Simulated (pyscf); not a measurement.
**Four-centre exchange: `[Cl][GeH2][Cl]` + `[OH2]` → `[ClH]` + `[OH][GeH2][Cl]`**

Gas phase, singlet surface, charge 0. Bonds broken: Cl1–Ge2, O6–H7. Bonds formed: Cl1–H7, Ge2–O6. Structures and frequencies: ωB97X-D3(BJ)/def2-SVP in PySCF.

Transition state (Å):

```xyz
8

Cl     1.1381    -0.4452     0.7367
Ge    -1.4278    -0.2604    -0.0332
Cl    -1.2188    -2.2278    -0.8429
H     -2.6606     0.2555    -0.8053
H     -1.6077    -0.0669     1.4604
O     -0.2820     1.0637    -0.8982
H      0.6202     0.6876    -0.4397
H     -0.2639     1.0339    -1.8677
```

One imaginary mode, 264i cm⁻¹; descent along it reached the two sides named, in the forms told below.

```tsv
bond	change	reactant side (Å)	saddle	product side
Cl1–Ge2	breaks	2.167	2.7	3.7
O6–H7	breaks	0.968	1.080	1.827
Cl1–H7	forms	2.6	1.713	1.302
Ge2–O6	forms	2.7	1.953	1.788
```

Electronic energies relative to the separated reactants (kJ/mol):

| level | barrier | reaction energy | reverse barrier |
|---|---|---|---|
| ωB97X-D3(BJ)/def2-TZVP | 94.1 | +43.0 | 51.1 |
| PBE/def2-TZVP | 78.7 | +37.1 | 41.6 |
| r²SCAN/def2-TZVP | 80.2 | +35.3 | 44.9 |
| B3LYP-D3(BJ)/def2-TZVP | 88.2 | +37.1 | 51.0 |
| PBE0-D3(BJ)/def2-TZVP | 84.4 | +40.9 | 43.5 |
| M06-2X/def2-TZVP | 83.5 | +33.0 | 50.5 |
| ωB97M-D3(BJ)/def2-TZVP | 92.1 | +35.9 | 56.2 |
| HF/def2-TZVP | 148.5 | +34.8 | 113.7 |

With ωB97M-D3(BJ)/def2-TZVP energies and thermal terms (ideal gas, 1 atm, RRHO with modes under 100 cm⁻¹ raised to 100, one conformer, R ln 2 for chiral ones without a mode under 150 cm⁻¹), in kJ/mol:

```json
[
 {"T (K)": "298", "ΔH‡": "88.9", "ΔG‡": "133.8", "ΔH": "+29.4", "ΔG": "+27.4"},
 {"T (K)": "600", "ΔH‡": "88.7", "ΔG‡": "179.7", "ΔH": "+30.8", "ΔG": "+24.9"},
 {"T (K)": "900", "ΔH‡": "90.8", "ΔG‡": "224.8", "ΔH": "+32.7", "ΔG": "+21.6"},
 {"T (K)": "1200", "ΔH‡": "93.8", "ΔG‡": "269.1", "ΔH": "+34.7", "ΔG": "+17.5"}
]
```

On the reactant side the descent ends in a complex, 24.9 kJ/mol under the separated species and 118.9 kJ/mol under the saddle at ωB97X-D3(BJ)/def2-TZVP. On the product side the descent ends in a complex, 24.1 kJ/mol under the separated species and 75.2 kJ/mol under the saddle at ωB97X-D3(BJ)/def2-TZVP. One saddle was located; it need not be the lowest between these sides. Elements up to Kr have no core potential and no relativistic terms here.
